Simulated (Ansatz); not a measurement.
fcc Au was calculated with PBEsol in Ansatz (PAW).

A relaxed, unreconstructed slab of the (210) face has 20 atoms, two equal faces of 18.638 Å² each and an energy of -260139.0681 eV. A bulk cell of 10 atoms with the same orientation and in-plane k mesh has -130071.0047 eV. Energies are extrapolated to zero smearing.

Run with plane-wave cutoff 500 eV, 16×16×1 k mesh (along the axes of the cell as run), Fermi–Dirac smearing 0.1 eV, scalar-relativistic PAW data made under PBE.

Worked out: γ = (E_slab − N E_bulk per atom)/2A = [-260139.0681 − 20 × (-130071.0047/10)]/(2 × 18.638) = 0.0789 eV/Å². With 16.022 J/m² per eV/Å² this is 1.26 J/m², or 1.47 eV per surface cell and face.

Ansatz is a program for electronic structure.
